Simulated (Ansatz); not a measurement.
Wurtzite ZnS (high-temperature phase): LDA at its full settings (plane-wave cutoff 520 eV, 12×12×6 k mesh (along the axes of the cell as run), Fermi–Dirac smearing 0.01 eV, scalar-relativistic PAW data made under PBE) and at cheaper ones, in a cell of 4 atoms with Γ-centred meshes.

```tsv
level and setting	lattice parameter a (Å)	c axis length (Å)	bulk modulus B0 (GPa)
LDA (Ansatz)	3.738	6.142	86.0
LDA (Γ point alone) (Ansatz)	5.554	6.172	5.26
LDA (2×2×2 k mesh) (Ansatz)	3.859	5.998	77.7
LDA (4×4×4 k mesh) (Ansatz)	3.746	6.132	85.9
```

Largest shifts from the full settings: lattice constant a +49 % (LDA (Γ point alone)), against a difference of -2.22 % of the full result from the reference 3.823 Å (measured, temperature not stated, not corrected to a static lattice, our sources range from 3.811 to 3.823; as tabulated in Kisi, Elcombe, Acta Cryst. C 45, 1867 (1989), by the Crystallography Open …); lattice parameter c -2.34 % (LDA (2×2×2 k mesh)), against a difference of -1.90 % of the full result from the reference 6.261 Å (measured, temperature not stated, no zero-point or thermal correction, our sources range from 6.234 to 6.261; as tabulated in Kisi, Elcombe, Acta Cryst. C 45, 1867 (1989), by the Crystallography Open …); bulk modulus -94 % (LDA (Γ point alone)), against a difference of +7.5 % of the full result from the reference 80 GPa (measured, room temperature, no zero-point or thermal correction, our sources range from 76.0 to 80.0; as tabulated in Isothermal phase behavior of Ag3SbS3, ZnGeP2, and ZnS (abstract)).

The full settings aren't shown to be converged themselves.

Ansatz's density-functional and Hartree–Fock values are scalar-relativistic unless marked +SOC, with PAW data made under PBE.

Run with cheap settings on purpose, which may leave them unconverged: LDA (2×2×2 k mesh), LDA (4×4×4 k mesh), LDA (Γ point alone).

Ansatz is a quantum-chemistry and plane-wave program.
